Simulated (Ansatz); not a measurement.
**AsH, singlet: the ladder up to full CI**

Geometry: a point of a stretch scan, not a stationary point.

```xyz
2

As    0.0000    0.0000    0.0000
H     0.0000    0.0000    1.4090
```

Basis aug-cc-pVDZ; Ansatz 0.2.0. Correlated methods freeze the noble-gas cores and the filled d shells of p-block atoms, which leaves 6 electrons in 31 orbitals. Prefix R: restricted or restricted open-shell reference; prefix U: unrestricted. Active spaces: pair = (2e, 2o) about the gap; valence = (6e, 5o) chosen from the atoms' valence shells. No spin–orbit coupling is included, and no scalar relativity.

Full CI is exact within this basis and frozen core; it isn't the basis-set limit. The frozen core follows each run's orbitals, which can shift R against U totals by a few meV for light atoms and by up to 0.1 eV past Ca.

The determinant fills πx and πy unequally, so it is a mixture of Σ and Δ, which weighs on every level built on one determinant.

```
UHF ⟨S²⟩                          : 1.025
T1 diagnostic (RCCSD)             : 0.0101
largest doubles amplitude (RCCSD) : 0.340
```

| level | E − E(RHF) (eV) |
| --- | --- |
| RMP2 | -2.4444 |
| RCCSD | -3.2164 |
| RCCSD(T) | -3.3654 |

Problem. Estimate how far full CI in aug-cc-pVDZ lies from RCCSD(T). The table doesn't fix it; the size of (T) and the diagnostics are the guide.

Solution. Full CI in aug-cc-pVDZ lies 6.23 mEh below RCCSD(T), which is 114 % of the (T) step (-5.48 mEh). More than one determinant leads, and the rest is a large part of (T). The miss exceeds 1 kcal/mol.

The other levels:

```
                     level  E − E(full CI) (mEh)  share of correlation (%)  wall time
                      CISD                 18.81                     85.52     0.96 s
                   BCCD(T)                  6.33                     95.13        1 s
                   RCCSDT*                  0.46                     99.65          –
                RCCSDT(Q)*                 -0.18                    100.14      2.1 s
       CASSCF (pair space)                109.01                     16.09          –
       NEVPT2 (pair space)                 20.55                     84.18      1.9 s
       MRCISD (pair space)                  6.09                     95.31          –
     MRCISD+Q (pair space)                 -0.89                    100.69      2.2 s
    CASSCF (valence space)                 94.61                     27.17          –
    NEVPT2 (valence space)                 24.42                     81.20      1.4 s
NEVPT4(SD) (valence space)                  2.31                     98.22      1.7 s
    MRCISD (valence space)                  4.60                     96.46          –
  MRCISD+Q (valence space)                 -0.80                    100.61      1.7 s
```

An asterisk marks runs whose energy the program itself flagged as in doubt.

The correlation energy at full CI, counted from RHF, is -3.535 eV. That run took 24 s on 1 thread of Arm Neoverse V2, shared host over 5,065,957 determinants.

Run but not shown, since their state or frozen core can't be matched to the reference's or they repeat it: UHF, UMP2, UCCSD, UCCSD(T), UCCSDT, UCCSDT(Q).

Times hold each run's SCF and search for its determinant on a shared host, so for small cases they say little of a method's own cost; they ran on 1 thread of Arm Neoverse V2.

Not variational, and here over 5 meV under the exact energy: RCCSDT(Q), MRCISD+Q (pair space), MRCISD+Q (valence space).

Unrestricted levels hold only the spin's projection, and here they fall towards a lower state of higher spin.

The full-CI state has the irrep A1 of C2v, in the program's axes (one component, if the state is degenerate).

Natural occupations of full CI about the gap: 1.963 1.937 0.999 0.972 0.033 0.020 0.014 0.014 0.008 0.008; effectively unpaired electrons, Σ n²(2−n)², 2.03. No single determinant describes this state well, so single-reference rows can miss without a flag.
